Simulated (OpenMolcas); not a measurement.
# A workflow on HS (SMILES [SH])

Aim: the energy (ROHF/ANO-S-MB), then the energy (CASSCF(3,3)/ANO-S-VDZ), then the energy (CASPT2(3,3)/ANO-S-VDZ) of HS. 

The results are computed with OpenMolcas 26.06.

## (1) Starting point

HS has 2 atoms, charge 0, and is taken as a doublet. SMILES: `[SH]`. The shape is that of a GFN2-xTB optimisation.

Bond lengths: S1–H2 1.330 Å.

## (2) A single-point energy at ROHF/ANO-S-MB (run 1)

Contents of step1.inp:

```
&GATEWAY
Coord
2
angstrom
S        0.568010      -0.185670       0.292090
H       -0.568010       0.185670      -0.292090
Basis=ANO-S-MB
Group=NoSym
&SEWARD
&SCF
UHF
Spin=2
PrOrbitals=1 1
&RASSCF
FileOrb=$Project.UnaOrb
Spin=2
Nactel=1 0 0
Inactive=8
Ras2=1
OutOrbitals=Canonical
OrbListing=Nothing
```

On the command line:

```sh
$ export MOLCAS_MEM=1860
$ pymolcas step1.inp > step1.log
```

The program printed:

```text
--- Start Module: gateway ---
[...]
--- Stop Module: gateway /rc=_RC_ALL_IS_WELL_ ---
[...]
      Basis functions           10
[...]
--- Start Module: scf ---
[...]
       Convergence after   8 Iterations
[...]
::    Total SCF energy                               -398.0382362935
[...]
      Total spin, S                                     0.5009745844
[...]
--- Stop Module: scf /rc=_RC_ALL_IS_WELL_ ---
--- Start Module: rasscf ---
[...]
      Number of active orbitals                  1
[...]
      Spin quantum number                      0.5
[...]
      Active orbitals                            1
[...]
      Number of CSFs                             1
[...]
      Number of root(s) required                 1
[...]
      Convergence after  5 iterations
[...]
      printout of CI-coefficients larger than  0.05 for root  1
      energy=    -398.037710
      conf/sym  1     Coeff  Weight
             1  u   1.00000 1.00000
      Natural orbitals and occupation numbers for root  1
      sym 1:   1.000000
      ************************************************************************************************************************
      *                                                    Final results                                                     *
[...]
::    RASSCF root number  1 Total energy:   -398.03771018
[...]
      Total electronic charge=   17.000000
      Total            charge=   -0.000000
[...]
      Dipole Moment (debye):
      Origin of the operator (angstrom)=    0.5333   -0.1743    0.2742
                   X= -8.8106E-01               Y=  2.8800E-01               Z= -4.5307E-01           Total=  1.0317E+00
      Quadrupole Moment (debye*angstrom):
[...]
--- Stop Module: rasscf /rc=_RC_ALL_IS_WELL_ ---
[...]
```

Run time: 3.3 s. Hardware: 1 thread of Intel Xeon Platinum 8375C at 2.90GHz (Ice Lake), shared host; peak memory 0.37 GiB.

## (3) A single-point energy at CASSCF(3,3)/ANO-S-VDZ (RICD fitting) (run 2)

Contents of step2.inp:

```
>>> EXPORT MOLCAS_PRINT=2
&gateway
coord
2
angstrom
S        0.568010      -0.185670       0.292090
H       -0.568010       0.185670      -0.292090
basis=ANO-S-MB
group=NoSym
&seward
&rasscf
fileorb=$CurrDir/step1.RasOrb
alter=1
1 7 8
spin=2
nactel=3 0 0
inactive=7
ras2=3
orblisting=Nothing
>>> COPY $Project.RunFile RUNFIL1
>>> COPY $Project.RasOrb INPORB
&gateway
coord
2
angstrom
S        0.568010      -0.185670       0.292090
H       -0.568010       0.185670      -0.292090
basis=ANO-S-VDZ
group=NoSym
ricd
&seward
>>> COPY $Project.RunFile RUNFIL2
&expbas
&rasscf
fileorb=$Project.ExpOrb
spin=2
nactel=3 0 0
inactive=7
ras2=3
orblisting=Nothing
```

On the command line:

```sh
$ export MOLCAS_MEM=1860
$ pymolcas step2.inp > step2.log
```

The program printed:

```text
--- Start Module: gateway ---
[...]
      Basis functions           10
[...]
      Number of active orbitals                  3
[...]
      Spin quantum number                      0.5
[...]
      Active orbitals                            3
[...]
      Number of CSFs                             8
[...]
      Number of root(s) required                 1
[...]
      Convergence after 10 iterations
[...]
      printout of CI-coefficients larger than  0.05 for root  1
      energy=    -398.053393
      conf/sym  111     Coeff  Weight
             1  2u0   0.99272 0.98550
             8  0u2   0.11500 0.01322
      Natural orbitals and occupation numbers for root  1
      sym 1:   1.972274   1.000000   0.027726
      ************************************************************************************************************************
      *                                                    Final results                                                     *
[...]
::    RASSCF root number  1 Total energy:   -398.05339263
[...]
      Convergence after 12 iterations
[...]
      Natural orbitals and occupation numbers for root  1
      sym 1:   1.969607   1.000000   0.030393
      ************************************************************************************************************************
      *                                                    Final results                                                     *
[...]
::    RASSCF root number  1 Total energy:   -398.08260462
[...]
      Total electronic charge=   17.000000
      Total            charge=   -0.000000
[...]
      Dipole Moment (debye):
      Origin of the operator (angstrom)=    0.5333   -0.1743    0.2742
                   X= -1.1834E+00               Y=  3.8684E-01               Z= -6.0857E-01           Total=  1.3858E+00
      Quadrupole Moment (debye*angstrom):
[...]
```

It took 4.5 s on 1 thread of Intel Xeon Platinum 8375C at 2.90GHz (Ice Lake), shared host; peak memory 0.37 GiB.

## (4) The energy at CASPT2(3,3)/ANO-S-VDZ (RICD fitting, ipea shift 0.25 Eh, pt2 variant SS) (run 3)

Contents of step3.inp:

```
* HS CASPT2

&gateway
  coord
  2
  angstrom
  S        0.568010      -0.185670       0.292090
  H       -0.568010       0.185670      -0.292090
  basis = ANO-S-VDZ
  group = NoSym
  ricd

&seward

&rasscf
  fileorb = $CurrDir/step2.RasOrb
  spin = 2
  nactel = 3 0 0
  inactive = 7
  ras2 = 3
  orblisting = Nothing

&caspt2
  imaginary = 0.2
```

On the command line:

```sh
$ export MOLCAS_MEM=1860
$ pymolcas step3.inp > step3.log
```

The program printed:

```text
--- Start Module: gateway ---
[...]
--- Stop Module: gateway /rc=_RC_ALL_IS_WELL_ ---
[...]
      Basis functions           15
[...]
--- Start Module: rasscf ---
[...]
      Number of active orbitals                  3
[...]
      Spin quantum number                      0.5
[...]
      Active orbitals                            3
[...]
      Number of CSFs                             8
[...]
      Number of root(s) required                 1
[...]
      Convergence after  4 iterations
[...]
      printout of CI-coefficients larger than  0.05 for root  1
      energy=    -398.082605
      conf/sym  111     Coeff  Weight
             1  2u0   0.99201 0.98408
             8  0u2   0.12031 0.01447
      Natural orbitals and occupation numbers for root  1
      sym 1:   1.969607   1.000000   0.030393
      ************************************************************************************************************************
      *                                                    Final results                                                     *
[...]
::    RASSCF root number  1 Total energy:   -398.08260462
[...]
      Total electronic charge=   17.000000
      Total            charge=   -0.000000
[...]
      Dipole Moment (debye):
      Origin of the operator (angstrom)=    0.5333   -0.1743    0.2742
                   X= -1.1835E+00               Y=  3.8685E-01               Z= -6.0857E-01           Total=  1.3859E+00
      Quadrupole Moment (debye*angstrom):
[...]
--- Stop Module: rasscf /rc=_RC_ALL_IS_WELL_ ---
--- Start Module: caspt2 ---
[...]
      E2 (Variational):          -0.0216929448
      Total energy:            -398.1042975675
[...]
      Reference weight:           0.98869
[...]
::    CASPT2 Root  1     Total energy:   -398.10429757
[...]
--- Stop Module: caspt2 /rc=_RC_ALL_IS_WELL_ ---
[...]
```

Run time: 2.2 s. Hardware: 1 thread of Intel Xeon Platinum 8375C at 2.90GHz (Ice Lake), shared host; peak memory 0.085 GiB.

## (5) Summary of results

```
                                                    quantity          value
                          run 1, ROHF/ANO-S-MB: total energy  -398.03771 Eh
                         run 1, ROHF/ANO-S-MB: dipole moment         1.03 D
                  run 2, CASSCF(3,3)/ANO-S-VDZ: total energy  -398.08260 Eh
run 2, CASSCF(3,3)/ANO-S-VDZ: dipole moment (CASSCF density)         1.39 D
                  run 3, CASPT2(3,3)/ANO-S-VDZ: total energy  -398.10430 Eh
run 3, CASPT2(3,3)/ANO-S-VDZ: dipole moment (CASSCF density)         1.39 D
```
